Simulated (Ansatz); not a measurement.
## Worked example: correlation energy of [H···H···O], triplet

Geometry: a point of a hydrogen-transfer path between rigid fragments, not a stationary point.

```yaml
atoms:
  - { symbol: H, position_ang: [0.0000, 0.0000, -1.0960] }
  - { symbol: H, position_ang: [0.0000, 0.0000, -0.0570] }
  - { symbol: O, position_ang: [0.0000, 0.0000, 1.1530] }
```

Basis 6-31G; Ansatz 0.2.0. Correlated methods freeze the noble-gas cores, which leaves 8 electrons in 12 orbitals. Prefix R: restricted or restricted open-shell reference; prefix U: unrestricted.

Full CI is exact within this basis and frozen core; it isn't the basis-set limit. The frozen core follows each run's orbitals, which can shift R against U totals by a few meV.

Runs differ by some tens of microhartree through their thresholds and, for an open shell, their frozen cores, so steps under 0.1 kcal/mol mean nothing.

| level | total energy (hartree) |
| --- | --- |
| UHF | -75.842179 |
| UMP2 | -75.925018 |
| UCCSD | -75.943917 |
| UCCSD(T) | -75.944869 |
| UCCSDT | -75.945055 |
| UCCSDT(Q) | -75.945263 |
| UCCSDTQ | -75.945286 |
| full CI | -75.945267 |

Q: What is the correlation energy at full CI, and what share of it do UMP2 and UCCSD(T) recover?

A: E(corr) = -75.945267 − (-75.842179) = -0.103088 hartree = -2.805 eV. UMP2: -0.082839 / -0.103088 = 80.36 %. UCCSD(T): -0.102690 / -0.103088 = 99.61 %.

Q: By how many kcal/mol does UCCSD(T) miss full CI (1 hartree = 627.509 kcal/mol), and which steps make up the rest?

A: -75.944869 − (-75.945267) = 0.000398 hartree = 0.25 kcal/mol. Steps: UCCSDT − UCCSD(T) = -0.12, UCCSDT(Q) − UCCSDT = -0.13, UCCSDTQ − UCCSDT(Q) = -0.01, full CI − UCCSDTQ = 0.01 kcal/mol. That is within 1 kcal/mol of the reference in this basis, which itself misses far more of the correlation at the basis-set limit.
